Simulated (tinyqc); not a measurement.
UHF in the sto-3g basis, for H3O+, spin multiplicity 1, step by step. One step of it, computed by the program tinyqc.

Question. Iteration 2: DIIS coefficients. Solve [B -1; -1 0][c; lambda] = [0; -1] for the coefficients, which sum to one.

B (overlaps of the stored error matrices):
```
,1,2
1,2.6407171e+00,-1.3069631e-01
2,-1.3069631e-01,8.8428024e-02
```

Give: DIIS coefficients.

Answer.

DIIS coefficients: 0.0733  0.9267
